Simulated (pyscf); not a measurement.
Thermochemistry of product channels of cyclic H₄O₂Si₂ (SMILES O1[SiH2]O[SiH2]1) + trifluoromethyl (F–C•(F)–F) on the doublet surface, in kcal/mol, from ωB97M-D3(BJ)/def2-TZVP energies (ideal gas, 1 atm, RRHO with modes under 100 cm⁻¹ raised to 100, one conformer, R ln 2 for chiral ones without a mode under 150 cm⁻¹). Single points on ωB97X-D3(BJ)/def2-SVP structures (PySCF, gas phase).

| products | ΔE | ΔH(298 K) | ΔG(600 K) | ΔG(1200 K) |
|---|---|---|---|---|
| cyclic H₃FO₂Si₂ (SMILES F[SiH]1O[SiH2]O1) + F–CH•–F | -48.1 | -46.6 | -49.9 | -53.1 |
| cyclic CH₃F₂O₂Si₂ (SMILES F[C](F)[SiH]1O[SiH2]O1) [doublet] + hydrogen fluoride (HF) | -13.1 | -12.4 | -13.9 | -17.1 |
| cyclic CH₃F₃O₂Si₂ (SMILES FC(F)(F)[SiH]1O[SiH2]O1) + H atom (H•) | +8.0 | +5.5 | +12.2 | +16.0 |

These are energies of the channels, which say nothing of barriers.
